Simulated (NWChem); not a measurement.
Atomisation of CS

```
C
S 1 1.5531
```
Charge 0, spin multiplicity 1.

Everything below was run with NWChem. All single points use one geometry, from PBE/def2-SVP, a minimum by its harmonic frequencies.

Basis set: def2-TZVP. The atomisation energy is electronic alone: no zero-point, thermal, spin-orbit or counterpoise terms. No value is extrapolated to the basis-set limit. Free atoms are single determinants with multiplicities C 3, S 3. Correlated methods freeze the same cores in atoms and molecule, 6 orbitals in all.

```tsv
method	atomisation energy (kcal/mol)
HF	96.3
LDA (SVWN5)	201.9
PBE0	167.9
PBE	179.9
B3LYP	166.2
M06-2X	168.7
r2SCAN	168.7
MP2	172.1
CCSD(T)	164.1
LC-wPBE (omega 0.3 per bohr)	168.5
```

The values span 105.5 kcal/mol, from HF (lowest) to LDA (SVWN5) (highest). 

B3LYP has NWChem's definition, with VWN1-RPA local correlation. The structure started from a generated list of species. No SCF solution was tested for a lower state. Open-shell Hartree-Fock references start from PBE0 orbitals. Coupled-cluster values serve here as a point of comparison, not as the truth.
